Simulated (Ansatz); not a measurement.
**SiHF+ (quartet): the correlation ladder, cc-pVDZ**

One table from this session's results is given with a row withheld; the runs are named, their logs left out.

Program: Ansatz 0.2.0, Gaussian basis. Level of theory: cc-pVDZ, core rule «outside noble gas», up to 6 orbitals frozen. These are calculated values, not measurements.

The runs, in order: UHF; CCSD(T) on ROHF; CCSD(T) on UHF; BCCD(T) on ROHF; CISD; CCSDT(Q) on ROHF; CCSDT(Q) on UHF.

37 further runs of the same task are left out: 14 for a known fault of the program, 12 that didn't finish, 11 set aside as unsound or not needed.

## The geometry

The geometry is a PBE0/def2-TZVP stationary point (not a proven minimum) of the parent state, kept for this charge and spin.

3 atoms, charge 1, spin multiplicity 4.

Atoms are counted from 1 here; the program's logs count them from 0.

Bond lengths: Si1–F2 1.606 Å, Si1–H3 1.493 Å. Angles: F2–Si1–H3 114.0°.

Set-up of the first run:

Input file in.yaml:

```yaml
crystal:
  periodic: [false, false, false]
  atoms:
    - {symbol: Si, position_ang: [0.000000, -0.099697, 0.614355]}
    - {symbol: F, position_ang: [0.000000, 0.084478, -0.981128]}
    - {symbol: H, position_ang: [0.000000, 1.185681, 1.374490]}
basis:
  gaussian: {orbitals: cc-pVDZ}
total_charge: 1
magnetization: {spin_polarized: true, initial_magnetization: 3}
hamiltonian: {xc: hf}
output: {orbitals: {seedname: orbitals}}
```

Command:

```bash
$ ansatz run in.yaml --threads 1 --pin off --events-out ev --progress --plain --max-ram 2393MiB
```

Among the steps run: UHF; CCSD(T) on ROHF; CCSD(T) on UHF; BCCD(T) on ROHF; CISD; CCSDT(Q) on ROHF; CCSDT(Q) on UHF.

One table of the session follows, with a row left open; its other results are not shown here.

It belongs to the step «Misses and costs». 

| method | from UCCSDT(Q) (meV) |
| --- | --- |
| ROHF | +6798.4 |
| UHF | +6752.2 |
| RMP2 | +525.5 |
| UMP2 | ? |
| CISD | +577.0 |
| RCCSD | +242.6 |
| UCCSD | +236.9 |
| RCCSD(T) | +56.8 |
| UCCSD(T) | +54.6 |
| BCCD(T) | +54.3 |
| RCCSDT | +21.6 |
| UCCSDT | +21.6 |
| RCCSDT(Q) | +13.7 |
| UCCSDT(Q) | 0 |

Q: Estimate the row for UMP2 from the others.

The run gave: from UCCSDT(Q) (meV): +502.8. In the column «from UCCSDT(Q) (meV)» it lies between RCCSD (+242.6) and RMP2 (+525.5).

Caveats from the session: Restricted and unrestricted rows rest on different reference determinants; where their highest levels disagree by more than a few hundredths of an eV, they describe different states and don't form one ladder.
